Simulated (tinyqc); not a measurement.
UHF in the sto-3g basis, for H2O+, spin multiplicity 2, step by step. This run ends on a higher stationary point, not on the lowest solution. Computed by tinyqc, a small Python program that keeps every step (integrals from PySCF). Settings: charge = 1, multiplicity = 2, basis = sto-3g, energy threshold = 1e-10, iteration cap = 87, orthogonalisation = canonical, start = highest core orbitals, DIIS depth = 8, DIIS from iteration = 3, method = UHF. Command: `OMP_NUM_THREADS=1 python tinyqc.py 29079 29080 out.jsonl` (the two numbers bound the seeds that draw the settings). One thread of a shared host (Intel(R) Xeon(R) Processor @ 2.60GHz), about 0.1 s of CPU time with the checks.

Geometry (angstrom):
```
atom        x         y        z
O     0.00000   0.00000  0.00000
H     0.00000   0.85500  0.59600
H     0.00000  -0.88200  0.61500
```

Stop when the energy changes by less than 1e-10 hartree and every element of the error matrix X^T (F D S - S D F) X (for each spin) is below 3e-06.

Course of the cycle:
```
iteration  E (hartree)     change  largest element of the error matrix
1          -26.1614150          -                             1.71e-01
2          -73.7693502  -4.76e+01                             3.81e-01
3          -74.3837117  -6.14e-01                             9.84e-02
4          -74.3996961  -1.60e-02                             2.47e-02
5          -74.4014465  -1.75e-03                             1.03e-02
6          -74.4022807  -8.34e-04                             3.31e-03
7          -74.4026270  -3.46e-04                             5.86e-03
8          -74.4022772   3.50e-04                             1.33e-03
9          -74.4022654   1.18e-05                             2.23e-04
10         -74.4022656  -2.44e-07                             3.82e-05
11         -74.4022656  -1.38e-08                             1.84e-05
12         -74.4022656  -1.62e-09                             5.82e-06
13         -74.4022656  -3.94e-10                             4.77e-07
14         -74.4022656  -6.25e-13                             1.61e-07
```

Can the last value be used, and what does the course show?

No, though the log alone does not show it. Converged in 14 iterations. But the solution lies 0.26581 hartree above the reference: it is another stationary point, not the lowest one. Reruns (cap 100 unless said): damping 0.5: not converged; level shift 0.5: converged in 99 to a higher stationary point; atomic densities as start, DIIS 8: converged in 11. PySCF UHF in the same basis, after a stability check = -74.6680749 hartree.
